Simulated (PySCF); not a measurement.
**GaH⁻, doublet in aug-cc-pVTZ: errors against RCCSDT**

Geometry: a PBE0/def2-TZVPD stationary point for this spin.

```csv
atom,x (Å),y (Å),z (Å)
Ga,0.0000,0.0000,0.0000
H,0.0000,0.0000,1.7244
```

Basis aug-cc-pVTZ; PySCF 2.14.0. Correlated methods freeze the noble-gas cores and the filled d shells of p-block atoms, which leaves 5 electrons in 68 orbitals. R marks a restricted (for open shells ROHF) determinant, U an unrestricted one. No spin–orbit coupling is included, and no scalar relativity.

Full CI isn't at hand for all of this; RCCSDT serves as the reference. It lacks quadruple excitations. The frozen core follows each run's orbitals, which can shift R against U totals by a few meV for light atoms and by up to 0.1 eV past Ca.

```
UHF ⟨S²⟩                          : 0.767
T1 diagnostic (ROHF- or RHF-based CCSD)             : 0.0285
largest doubles amplitude (ROHF- or RHF-based CCSD) : 0.060
```

```csv
level,E − E(RCCSDT) (mEh),share of correlation (%),wall time
RHF,95.59,0.00,–
RMP2,22.40,76.57,–
RCCSD,3.75,96.08,–
RCCSD(T),0.75,99.21,14 s
```

The correlation energy at RCCSDT, counted from RHF, is -2.601 eV. That run took 5.5 min on 1 thread of Arm Neoverse V2, shared host.

Run but not shown, since their state, orbitals or frozen core can't be matched to the reference's or they repeat it: UHF, UMP2, UCCSD, UCCSD(T).

Times are those of the correlated step on a shared host, with one SCF added for the restricted CCSD run; they ran on 1 thread of Arm Neoverse V2.
